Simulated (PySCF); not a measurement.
**Working with the constants of CN**

ROHF-CCSD(T) constants of CN, ²Σ⁺ (doublet), unpaired electrons σ ↑ (PySCF, spin-free X2C with a Gaussian nucleus, basis sets C x2c-TZVPPall, N x2c-TZVPPall; masses 12.0000 and 14.0031 u):

```
ωe              : 2056.8 cm⁻¹
ωexe            : 13.0 cm⁻¹
Be              : 1.8803 cm⁻¹
αe              : 0.0171 cm⁻¹
D (centrifugal) : 6.29e-06 cm⁻¹
De to C + N     : 7.43 eV
```

Problem. Give the vibrational terms G(v) and spacings up to v = 6.

Solution. G(v) = ωe(v+½) − ωexe(v+½)².

```json
{"v": "0", "G(v) (cm⁻¹)": "1025", "G(v) − G(v−1)": "", "Bv (cm⁻¹)": "1.872"}
{"v": "1", "G(v) (cm⁻¹)": "3056", "G(v) − G(v−1)": "2031", "Bv (cm⁻¹)": "1.855"}
{"v": "2", "G(v) (cm⁻¹)": "5061", "G(v) − G(v−1)": "2005", "Bv (cm⁻¹)": "1.838"}
{"v": "3", "G(v) (cm⁻¹)": "7040", "G(v) − G(v−1)": "1979", "Bv (cm⁻¹)": "1.820"}
{"v": "4", "G(v) (cm⁻¹)": "8992", "G(v) − G(v−1)": "1953", "Bv (cm⁻¹)": "1.803"}
{"v": "5", "G(v) (cm⁻¹)": "10919", "G(v) − G(v−1)": "1927", "Bv (cm⁻¹)": "1.786"}
{"v": "6", "G(v) (cm⁻¹)": "12820", "G(v) − G(v−1)": "1901", "Bv (cm⁻¹)": "1.769"}
```

Problem. How well does the Morse estimate ωe²/(4ωexe) reproduce De, and what is D0?

Solution. It gives 10.09 eV, 136 % of the computed De. D0 = De − G(0) = 7.43 − 0.13 = 7.30 eV.

Correlated steps freeze 2 core orbitals. The CCSD T1 diagnostic is raised, a sign that a single reference may not be enough here. The state is the lowest determinant that a PBE0 search found; another state may lie lower at other levels.
